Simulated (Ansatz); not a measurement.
**AlH2ClF− (SMILES [F][AlH2-][Cl]): methods side by side**

AlH2ClF− has 5 atoms, charge -1, and is taken as a singlet. As SMILES, `[F][AlH2-][Cl]`. Geometry: a GFN2-xTB relaxation, a rough one for these elements and not checked as a minimum.

```xyz
5

F    -1.1933    0.1142    1.2287
Al   -0.0869    0.0623   -0.0524
Cl    1.6539   -0.9929    0.5113
H    -0.7327   -0.7218   -1.2690
H     0.3590    1.5383   -0.4186
```

Each level gives the energy change with the F1–Al2 bond stretched from 1.693 to 4.234 Å (eV). The values are calculated.

| level | kind | program | value (eV) | less FCI/STO-3G |
| --- | --- | --- | --- | --- |
| HF/STO-3G (restricted) | Hartree–Fock | Ansatz | 9.90 | +3.74 |
| SVWN5/STO-3G (restricted) | LDA | Ansatz | 7.34 | +1.18 |
| BLYP/STO-3G (restricted) | GGA | Ansatz | 6.91 | +0.75 |
| r2SCAN/STO-3G (restricted) | meta-GGA | Ansatz | 7.26 | +1.10 |
| BHLYP/STO-3G (restricted) | global hybrid | Ansatz | 8.73 | +2.57 |
| CAM-B3LYP/STO-3G (restricted) | range-separated hybrid | Ansatz | 8.49 | +2.33 |
| HSE06/STO-3G (restricted) | range-separated hybrid | Ansatz | 7.79 | +1.63 |
| BCCD(T)/STO-3G (restricted) | coupled cluster or CI | Ansatz | 6.10 | -0.06 |
| FCI/STO-3G | exact in the basis | Ansatz | 6.16 | 0.00 |

FCI/STO-3G is exact within its basis and frozen core, so for wave-function methods in that basis the difference is their error; functionals converge differently with the basis, so for them it is only a difference. Spin-restricted single references rise too steeply as a bond breaks, Hartree–Fock most of all. Perturbation and coupled-cluster corrections on them can overshoot downwards. Sets without diffuse functions describe the anion poorly. The first shape isn't each level's own minimum. The values span 6.10 to 9.90 eV. All rows use very small basis sets, so even the best lies far from the true value.
